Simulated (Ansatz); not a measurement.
Reaction (SMILES): C(Cl)Cl → C atom + 2 Cl atom + 2 H atom
B3LYP-D3(BJ)/def2-TZVP geometries, fixed; electronic energies without zero-point terms.

Effect of a fitting basis named in the input at HF/def2-TZVPP with Ansatz (an electronic-structure program), against the last row, where the atomisation energy is 261.91 kcal/mol. Open shells are unrestricted. The default fits or decomposes integrals by the program's own choice; accuracy: high also tightens integrals, grids and stops.

| setting | largest shift of a total energy (mEh) | shift of the atomisation energy (kcal/mol) |
|---|---|---|
| fitting: def2-SV(P)-JKFIT | 0.096 | -0.062 |
| fitting: def2-universal-JKFIT | 0.096 | -0.062 |
| fitting: cc-pVTZ-JKFIT | 0.093 | -0.050 |
| fitting: cc-pVQZ-JKFIT | 0.036 | -0.020 |
| fitting: cc-pV5Z-JKFIT | 0.034 | -0.018 |
| accuracy: high | -0.006 | 0.000 |
| accuracy: medium (default) | 0.000 | 0.000 |

Within 0.05 kcal/mol in the atomisation energy: fitting: cc-pVTZ-JKFIT; fitting: cc-pVQZ-JKFIT; fitting: cc-pV5Z-JKFIT; accuracy: high. The largest shift is 0.096 mEh in a total energy and 0.062 kcal/mol in the difference.
